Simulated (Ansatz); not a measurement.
CH2S, SMILES C=S: the interaction energy of a dimer with the counterpoise correction, run with Ansatz's Python interface.

`run_dimer.py`
```python
# -*- coding: utf-8 -*-
"""Interaction energy of two CH2S molecules, with the counterpoise correction."""

import logging
import sys

import ansatz

logging.basicConfig(stream=sys.stdout, format="%(name)s: %(message)s")
logger = logging.getLogger("run")
logger.setLevel(logging.INFO)

BASIS = "def2-SVP"
FUNCTIONAL = "r2scan"
VDW = "d4"

FIRST = [
    ("C", (-0.0813, -0.0731, -0.0287)),
    ("S", (1.3489, 0.477, 0.5364)),
    ("H", (-1.034, -0.1756, 0.6036)),
    ("H", (-0.2337, -0.2282, -1.1112)),
]
SECOND = [
    ("C", (-1.5657, -2.7699, 1.559)),
    ("S", (-3.0085, -3.478, 1.2685)),
    ("H", (-1.2767, -2.2655, 2.549)),
    ("H", (-0.7307, -2.8865, 0.846)),
]

def energy(atoms, ghosts=()):
    molecule = ansatz.Crystal.molecule()
    for symbol, xyz in atoms:
        molecule = molecule.atom(symbol, xyz)
    calc = (
        molecule.calculation()
        .basis(gaussian=BASIS)
        .functional(FUNCTIONAL, dispersion=VDW)
    )
    deck = calc.input()
    if ghosts:
        deck = deck.set(ansatz.key.basis.gaussian.ghost_atoms, [{"symbol": s, "position_ang": list(xyz)} for s, xyz in ghosts])
    return ansatz.Session.from_dict(deck).plan().execute().report["free_energy_ev"]


def main():
    # ghost atoms carry the functions of the partner
    both = energy(FIRST + SECOND)
    alone = energy(FIRST) + energy(SECOND)
    ghosted = energy(FIRST, SECOND) + energy(SECOND, FIRST)
    logger.info(f"dimer {both:.6f} eV")
    logger.info(f"interaction, uncorrected   {23.060548 * (both - alone):8.3f} kcal/mol")
    logger.info(f"interaction, counterpoise  {23.060548 * (both - ghosted):8.3f} kcal/mol")
    logger.info(f"basis-set superposition    {23.060548 * (alone - ghosted):8.3f} kcal/mol")


if __name__ == "__main__":
    main()
```

How large is the interaction at this pose, and how much of it is basis-set superposition?

Uncorrected it is -1.140 kcal/mol, with the counterpoise correction -0.929 kcal/mol; the difference, 0.21 kcal/mol, is the superposition error.

What the script printed:

Running `python run_dimer.py` prints:
```text
run: dimer -23796.354886 eV
run: interaction, uncorrected     -1.140 kcal/mol
run: interaction, counterpoise    -0.929 kcal/mol
run: basis-set superposition       0.211 kcal/mol
```

Notes:
- Total energies depend on the basis set; only differences at equal settings carry meaning.
- The dimer is a generated trial pose of unrelaxed monomers, not a minimum, so the figure is no binding energy, and the basis set is small.
- Hardware and time: 19 s on 1 thread of Arm Neoverse N1, with other jobs on the host, peak memory 0.18 GiB.
